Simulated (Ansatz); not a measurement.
Ansatz input

```yaml
crystal:
  lattice:
    - [-1.6603275548, 1.6603275548, 1.6603275548]
    - [1.6603275548, -1.6603275548, 1.6603275548]
    - [1.6603275548, 1.6603275548, -1.6603275548]
  atoms:
    - { symbol: Nb, position: [0.0, 0.0, 0.0], spin: 1.0, spin_axis: [0, 0, 1] }
hamiltonian:
  xc: revpbe
  pseudopotentials:
    kind: paw_fr
    azcp:
      Nb: "pseudopotentials/Nb.paw.azcp"
basis:
  ecutwfc: 420
  fft_grid_basis: typed
kpoints:
  mp_grid: { grid: [13, 13, 13], shift: [0, 0, 0] }
magnetization:
  noncollinear: true
  spin_orbit: true
scf:
  occupations: { method: fermi_dirac, width: 0.05 }
```

Terminal output

```
Engine: ansatz 0.2.0, aarch64-unknown-linux-gnu
Pseudopotentials: kind: paw_fr
Pseudopotential: Nb, paw_fr, valence charge 13, recommended cutoff 420 eV (normal) 
Functional definition: revPBE
  parameter kappa = 1.245
  parameter beta = 0.06672455060314922
  exchange = pbe_x(kappa = kappa, mu = beta*pi^2/3)
  correlation = pbe_c(beta = beta)
Crystal: 1 atoms, lattice volume = 18.308 Å³
Basis set: ecut = 420 eV, 369 PW (Γ)
Bands: 22, of which v1, the nominal top of the filled ones, is band 13 counted from 1 (12 counted from 0)
Symmetry: 8 space group operations + 8 with time reversal
Magnetic group: BNS 139.537 (UNI 1197), of the structure as read, at distance tolerance 2.6e-5 Å
k-points: 196 of 2197 (time reversal used)
Projection manifold: j_resolved (fully-relativistic pseudo-atomic orbitals)
Non-local potential: Nb, projectors of the file, l = 0: 3, l = 1: 4, l = 2: 4, l = 3: 2
PAW form: soft (Blöchl's): semilocal exchange-correlation on the pseudo side does not see the compensation charge
PAW frozen core: Nb, regenerated for the run's functional, and the local potential with it (the file was generated under x = pbe(κ = 0.804, μ = 0.2195149727645171), c = pbe(β = 0.06672455060314922))
PAW one-centre angular grid: Nb, 590 points (default); XC on 64 Gauss nodes
Initial density: superposition of atomic densities (chi_scale 0.1, normalization cell)
Starting moments: Σ|m| = 1 μB on 1 of 1 site
Initial wavefunctions: pseudopotential atomic-orbital guess
Functional: x = revpbe(κ = 1.245, μ = 0.2195149727645171), c = pbe(β = 0.06672455060314922)
SCF iter   1: F=—  HF=-4558.518438 eV  |F-HF|=—  |Δ(HF+E_count)|=         —  Δρ=7.81e-2  dr2=1.23e0  dr2_m=2.56e-1  ethr=3.10e-3  |M|=3.68e-1 ∫|m|=3.68e-1 μB  |m|>n=0.0e0 m-floor=0.0e0 τ_xc=0.0e0 mc-row=0.0e0  β_m=0.30  ⟨swp⟩=6.2  Hψ=22583  notcnv=0  defer=47
SCF iter   2: F=—  HF=-4558.216677 eV  |F-HF|=—  |Δ(HF+E_count)|=   3.02e-1  Δρ=5.70e-2  dr2=3.03e-1  dr2_m=1.37e-1  ethr=3.10e-3  |M|=3.26e-1 ∫|m|=3.26e-1 μB  |m|>n=0.0e0 m-floor=0.0e0 τ_xc=2.2e-5 mc-row=0.0e0  β_m=0.30  ⟨swp⟩=2.9  Hψ=9449  notcnv=0  defer=490
SCF iter   3: F=—  HF=-4558.155616 eV  |F-HF|=—  |Δ(HF+E_count)|=   6.11e-2  Δρ=4.26e-2  dr2=1.65e-2  dr2_m=7.61e-2  ethr=2.33e-3  |M|=2.69e-1 ∫|m|=2.69e-1 μB  |m|>n=0.0e0 m-floor=0.0e0 τ_xc=3.5e-5 mc-row=0.0e0  β_m=0.30  ⟨swp⟩=2.9  Hψ=7462  notcnv=0  defer=490
SCF iter   4: F=—  HF=-4558.171727 eV  |F-HF|=—  |Δ(HF+E_count)|=   1.61e-2  Δρ=3.28e-2  dr2=1.12e-3  dr2_m=4.52e-2  ethr=1.27e-4  |M|=2.21e-1 ∫|m|=2.21e-1 μB  |m|>n=0.0e0 m-floor=0.0e0 τ_xc=4.1e-5 mc-row=0.0e0  β_m=0.30  ⟨swp⟩=2.9  Hψ=8167  notcnv=0  defer=490
SCF iter   5: F=—  HF=-4558.181385 eV  |F-HF|=—  |Δ(HF+E_count)|=   9.66e-3  Δρ=2.55e-2  dr2=3.24e-5  dr2_m=2.72e-2  ethr=8.65e-6  |M|=1.80e-1 ∫|m|=1.80e-1 μB  |m|>n=0.0e0 m-floor=0.0e0 τ_xc=4.2e-5 mc-row=0.0e0  β_m=0.30  ⟨swp⟩=2.1  Hψ=7180  notcnv=0  defer=490
SCF iter   6: F=—  HF=-4558.187807 eV  |F-HF|=—  |Δ(HF+E_count)|=   6.42e-3  Δρ=1.99e-2  dr2=6.68e-6  dr2_m=1.66e-2  ethr=2.49e-7  |M|=1.47e-1 ∫|m|=1.47e-1 μB  |m|>n=0.0e0 m-floor=0.0e0 τ_xc=3.9e-5 mc-row=0.0e0  β_m=0.30  ⟨swp⟩=2.2  Hψ=6872  notcnv=0  defer=490
SCF iter   7: F=—  HF=-4558.191989 eV  |F-HF|=—  |Δ(HF+E_count)|=   4.18e-3  Δρ=1.56e-2  dr2=2.12e-7  dr2_m=1.02e-2  ethr=5.14e-8  |M|=1.20e-1 ∫|m|=1.20e-1 μB  |m|>n=0.0e0 m-floor=0.0e0 τ_xc=3.5e-5 mc-row=0.0e0  β_m=0.30  ⟨swp⟩=2.0  Hψ=6650  notcnv=0  defer=490
SCF iter   8: F=—  HF=-4558.194754 eV  |F-HF|=—  |Δ(HF+E_count)|=   2.77e-3  Δρ=1.23e-2  dr2=2.00e-7  dr2_m=6.35e-3  ethr=7.69e-10  |M|=9.88e-2 ∫|m|=9.88e-2 μB  |m|>n=0.0e0 m-floor=0.0e0 τ_xc=3.0e-5 mc-row=0.0e0  β_m=0.30  ⟨swp⟩=3.1  Hψ=10223  notcnv=0
Mixer restart at iter 8: flushing history
spin-set hold released at iteration 8 (site moments contracting): the magnetisation degrees of freedom join the quasi-Newton model from the next iteration; the mixer history was flushed
SCF iter   9: F=—  HF=-4558.196596 eV  |F-HF|=—  |Δ(HF+E_count)|=   1.84e-3  Δρ=9.72e-3  dr2=2.62e-7  dr2_m=3.96e-3  ethr=1.54e-9  |M|=8.12e-2 ∫|m|=8.12e-2 μB  |m|>n=0.0e0 m-floor=0.0e0 τ_xc=2.5e-5 mc-row=0.0e0  β_m=0.59  ⟨swp⟩=3.3  Hψ=8578  notcnv=0  defer=490
SCF iter  10: F=—  HF=-4558.200215 eV  |F-HF|=—  |Δ(HF+E_count)|=   3.62e-3  Δρ=1.46e-3  dr2=1.86e-8  dr2_m=8.93e-5  ethr=7.69e-10  |M|=1.92e-2 ∫|m|=1.93e-2 μB  |m|>n=0.0e0 m-floor=0.0e0 τ_xc=4.4e-6 mc-row=0.0e0  β_m=0.82  ⟨swp⟩=1.0  Hψ=14431  notcnv=0
SCF iter  11: F=—  HF=-4558.200416 eV  |F-HF|=—  |Δ(HF+E_count)|=   2.01e-4  Δρ=4.14e-4  dr2=4.92e-9  dr2_m=7.20e-6  ethr=1.43e-10  |M|=5.67e-3 ∫|m|=5.80e-3 μB  |m|>n=0.0e0 m-floor=0.0e0 τ_xc=6.9e-7 mc-row=0.0e0  β_m=0.91  ⟨swp⟩=4.0  Hψ=12185  notcnv=0
SCF iter  12: F=—  HF=-4558.200439 eV  |F-HF|=—  |Δ(HF+E_count)|=   2.22e-5  Δρ=2.50e-5  dr2=1.04e-8  dr2_m=2.65e-8  ethr=3.78e-11  |M|=1.30e-4 ∫|m|=2.12e-4 μB  |m|>n=0.0e0 m-floor=0.0e0 τ_xc=2.6e-9 mc-row=0.0e0  β_m=0.96  ⟨swp⟩=4.0  Hψ=12236  notcnv=0
SCF iter  13: F=—  HF=-4558.200439 eV  |F-HF|=—  |Δ(HF+E_count)|=   8.33e-8  Δρ=8.94e-6  dr2=1.59e-8  dr2_m=5.59e-10  ethr=3.78e-11  |M|=1.47e-5 ∫|m|=2.19e-5 μB  |m|>n=0.0e0 m-floor=0.0e0 τ_xc=2.1e-10 mc-row=0.0e0  β_m=0.78  ⟨swp⟩=3.0  Hψ=10164  notcnv=0
SCF iter  14: F=—  HF=-4558.200439 eV  |F-HF|=—  |Δ(HF+E_count)|=   5.45e-9  Δρ=1.76e-6  dr2=8.90e-12  dr2_m=1.34e-10  ethr=3.78e-11  |M|=1.69e-5 ∫|m|=1.72e-5 μB  |m|>n=0.0e0 m-floor=0.0e0 τ_xc=1.0e-10 mc-row=0.0e0  β_m=0.89  ⟨swp⟩=2.0  Hψ=7630  notcnv=0
SCF iter  15: F=-4558.200439 eV  HF=-4558.200439 eV  |F-HF|=2.09e-11  |Δ(HF+E_count)|=  5.99e-10  Δρ=4.14e-7  dr2=2.90e-13  dr2_m=7.56e-12  ethr=1.00e-12  |M|=2.53e-6 ∫|m|=3.13e-6 μB  |m|>n=0.0e0 m-floor=0.0e0 τ_xc=5.4e-13 mc-row=0.0e0  ⟨swp⟩=2.2  Hψ=7791  notcnv=0
WARN: the starting moments were not kept: the SCF closed with an absolute magnetisation of 3.1e-6 μB, where they sum to 1 μB in size (1 site). That is at most 0.1 of that sum. Measured as dr2_m measures the in/out step, that magnetisation stands 1.5e-12 eV from none, at or under the dr2_threshold of 1.0e-7 eV: it is no larger than a step whose dr2_m would equal this threshold. The system may hold no moment; this SCF shows only that its start led to no more than that. To try another start: raise the starting moments (crystal.atoms[].spin, magnetization.per_species, magnetization.initial_magnetization, or on a non-collinear deck that types none of these the spinor_matrix: blocks that start its atoms; where the total moment is fixed, keep their sum and leave initial_magnetization as it is; typed ones take the place of any that the run laid by itself, positive ones on a crystal's lanthanoids without a Hubbard term where scf.initial_density.shell_occupations: [] is typed) or, if the notice of its spin-set hold's release reads "site moments contracting" or "site moments show no strong build", lengthen the hold (scf.mixing.spin_hold: { on: { confirm: 4 } }; for m-r²SCAN on two components see the key's manual first). Each may lead to a state that holds a moment. A second SCF, from the converged charge density, with the starting moments and any scf.initial_density.shell_occupations laid on it anew, would have followed, and was not run: the deck does not ask for one (magnetization.retry_lost_moments is false, the default). To let it run, set magnetization.retry_lost_moments: true and run the deck again, where that key's refused combinations let it; where memory then withholds it, that run's warning says so.
SCF 1 converged in 15 iterations: F = -4558.200439 eV  dr2 = 2.90e-13
SCF converged after 15 iterations
Magnetization: |M| = 0.0000 μB,  M = (+0.0000, -0.0000, -0.0000) μB
Absolute magnetization: 0.0000 μB (∫|m|, with the PAW one-centre terms)
  site 0: m = (+0.0000, +0.0000, -0.0000) μB, |m| = 0.0000 μB  (R = 1.19 Å)
Free energy (F): -4558.200439 eV
Harris-Foulkes:  -4558.200439 eV  (|F-HF|=2.09e-11)
Internal energy: -4558.189978 eV  (E = F + TS)
E sigma→0 (E₀):  -4558.195208 eV
Entropy (-TS):   -0.010461 eV (-10.461 meV/atom)
Fermi energy:    17.511475 eV
--- Per-component energies (eV) ---
  E_band       = -71.227529
  E_kinetic    = 394.495146
  E_local      = -702.348504  (includes V_loc(G=0)·N_el)
  E_nonlocal   = 119.158501
  E_hartree    = 218.743341
  E_xc         = -175.656540
  E_vxc        = -212.880434  (∫ρ·V_xc dr)
  E_paw        = -3079.015031  (= ΣΔE_a)
  E_vpaw       = -107.138915  (= ΣTr[D̂ρ^β])
  E_aug_tail   = 0.000006  (compensation charges beyond the density's cutoff)
  E_ewald      = -1333.505015
  E_core_change = -0.061881  (= ΣΔE_core)
  E_smearing   = -0.010461  (= −TS)
  E_closure    = 0.000000  (closes the sum)
  Σ components = -4558.200439   (vs F -4558.200439, Δ=0.00e0)
```
